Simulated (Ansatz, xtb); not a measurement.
**Relative energy of two isomers of C3H7NOS**

Structure a is `C[C@H](S)C(N)=O`, a singlet and structure b is `COCC(N)=S`, a singlet. Both are isolated molecules in the gas phase, relaxed with PBE-D3(BJ)/def2-SVP, each in the lowest conformer that the search found.

**Question.** Estimate which is lower in electronic energy at CCSD(T)/def2-SVP + ΔMP2/def2-TZVPP, and by roughly how much.

**Answer.** The CCSD(T)/def2-SVP + ΔMP2/def2-TZVPP calculation puts structure a lower, by 94.3 kJ/mol.

How the difference moves with the method:

| level | geometry | E(b) − E(a) (kJ/mol) | departure from the last row (kJ/mol) | job, with rough time for the two |
| --- | --- | --- | --- | --- |
| GFN2-xTB | GFN2-xTB | +55.6 | −38.7 | optimisation, 0.28 s |
| HF/STO-3G | GFN2-xTB | +64.9 | −29.4 | single point, 0.71 s |
| r2SCAN-D4/def2-SVP | GFN2-xTB | +87.4 | −6.9 | single point, 4.3 s |
| PBE-D3(BJ)/def2-SVP | PBE-D3(BJ)/def2-SVP | +93.5 | −0.8 | optimisation, 48 s |
| HF/def2-SVP | PBE-D3(BJ)/def2-SVP | +85.2 | −9.1 | part of the CCSD(T) run |
| MP2/def2-SVP | PBE-D3(BJ)/def2-SVP | +106.3 | +12.0 | part of the CCSD(T) run |
| CCSD(T)/def2-SVP | PBE-D3(BJ)/def2-SVP | +99.9 | +5.6 | single point |
| CCSD(T)/def2-SVP + ΔMP2/def2-TZVPP | PBE-D3(BJ)/def2-SVP | +94.3 |  | single point, 71 s |

As drawn, b has 2 C–O, 1 C=S, 1 C–H in place of 1 C–C, 1 C–S, 1 C=O, 1 S–H.

None of the levels shown reverses the order. The largest departure from CCSD(T)/def2-SVP + ΔMP2/def2-TZVPP is that of GFN2-xTB, 38.7 kJ/mol. The last row adds to CCSD(T) the change of the MP2 difference between the two basis sets, here −5.6 kJ/mol.

With thermal terms from frequencies at re-optimised GFN2-xTB minima (ideal gas, soft modes damped towards free rotors, one conformer each, 298.15 K, 1 atm): the zero-point term adds +6.2 kJ/mol; ΔH is +99.9 and ΔG +99.7 kJ/mol.

The correlated steps freeze 10 core orbitals. Mirror images aren't counted in ΔG. Codes used: Ansatz 0.2.0, xtb 6.7.1; the last row on 2 threads of Intel(R) Xeon(R) Processor @ 2.70GHz on a shared host.
